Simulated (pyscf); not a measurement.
H₃Si–O–SiH•–O–SiH₃ (SMILES [SiH3]O[SiH]O[SiH3]) + F–CH₂–F (SMILES FCF) -> F–SiH(O–SiH₃)–O–SiH₃ (SMILES F[SiH](O[SiH3])O[SiH3]) + •H₂C–F (SMILES [CH2]F), an atom transfer (doublet surface; C–F broken, F–Si formed). Structures and frequencies: ωB97X-D3(BJ)/def2-SVP in PySCF. Energies in kJ/mol from the separated reactants.

Small-basis levels: PySCF, no dispersion term, spherical d functions. Open shells are spin-unrestricted. 

### Question
In single points B3LYP/6-31G* puts the saddle at 149.7 kJ/mol and the reaction energy at -159.2 kJ/mol. Should these be trusted to within a few kcal/mol? Compare with ωB97M-D3(BJ)/def2-TZVP.

### Answer
ωB97M-D3(BJ)/def2-TZVP gives ΔE‡ = 181.3 kJ/mol and ΔE = -178.4 kJ/mol. B3LYP/6-31G* lies 31.6 kJ/mol under it in the barrier and 19.2 kJ/mol over it in the reaction energy, so on this step it does not hold to within 12.6 kJ/mol. ωB97M-D3(BJ)/def2-TZVP has limits of its own. The same reactants have a lower exit, to H₃Si–O–SiH₂–O–SiH₃ + F–CH•–F (barrier +73.9 kJ/mol at ωB97M-D3(BJ)/def2-TZVP, against +181.3 kJ/mol here). This is the saddle that the search found; another between the same sides may lie lower. The angle at the transferred F is 160°.
